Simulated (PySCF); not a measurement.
## Towards the basis-set limit for SiO⁺

State: ²Σ⁺, doublet, unpaired electrons σ ↑. De refers to Si⁺ + O. ROHF-based CCSD(T) in PySCF 2.14 with Si cc-pV(T+d)Z, O cc-pVTZ and Si cc-pV(Q+d)Z, O cc-pVQZ (frozen core orbitals: 6; no relativity). Correlation energies are extrapolated as n⁻³ (n = 3, 4), Hartree–Fock as (n+1)·exp(−9√n). CV is the change on freezing 1 orbitals instead, in Si cc-pwCVTZ, O cc-pwCVTZ. SR is the spin-free X2C energy in Si cc-pVTZ-DK, O cc-pVTZ-DK less the non-relativistic one in Si cc-pVTZ, O cc-pVTZ.

| Level | Re (Å) | ωe (cm⁻¹) | ωexe (cm⁻¹) | αe (cm⁻¹) | De (eV) |
| --- | --- | --- | --- | --- | --- |
| CCSD(T)/TZ | 1.5303 | 1136.9 | 7.10 | 0.00576 | 4.578 |
| CCSD(T)/QZ | 1.5266 | 1144.9 | 7.01 | 0.00573 | 4.724 |
| HF/CBS | 1.5397 | 1108.9 | 5.58 | 0.00520 | 2.108 |
| MP2/CBS | 1.5344 | 1079 | n/a | n/a | 4.538 |
| CCSD/CBS | 1.5201 | 1161.4 | 6.42 | 0.00567 | 4.475 |
| CCSD(T)/CBS | 1.5250 | 1148.2 | 6.94 | 0.00571 | 4.807 |
| CCSD(T)/CBS+CV | 1.5212 | 1151.7 | 6.90 | 0.00577 | 4.819 |
| CCSD(T)/CBS+CV+SR | 1.5212 | 1149.0 | 6.85 | 0.00578 | 4.802 |

How much is left between CCSD(T)/QZ and the basis-set limit, and how much do the triples give at the limit?

CCSD(T)/CBS less CCSD(T)/QZ: -1.6 mÅ in Re, +3.3 cm⁻¹ in ωe and +0.083 eV in De. CCSD(T)/CBS less CCSD/CBS: +4.9 mÅ in Re, -13.2 cm⁻¹ in ωe and +0.332 eV in De.

What do the later terms add?

CV: -3.8 mÅ in Re, +3.5 cm⁻¹ in ωe and +0.012 eV in De; SR: +0.0 mÅ in Re, -2.7 cm⁻¹ in ωe and -0.017 eV in De, each against the row above.

The T1 diagnostic is 0.094, large enough to doubt a single reference. The state was picked by a PBE0 search and need not be the measured ground state. Spin–orbit coupling, excitations beyond (T) and corrections to the Born–Oppenheimer picture are left out.

The whole job (state search and all basis sets along the bond) took about 23 min on 4 threads of Arm Neoverse V1 (shared host), peak memory 9.3 GiB.
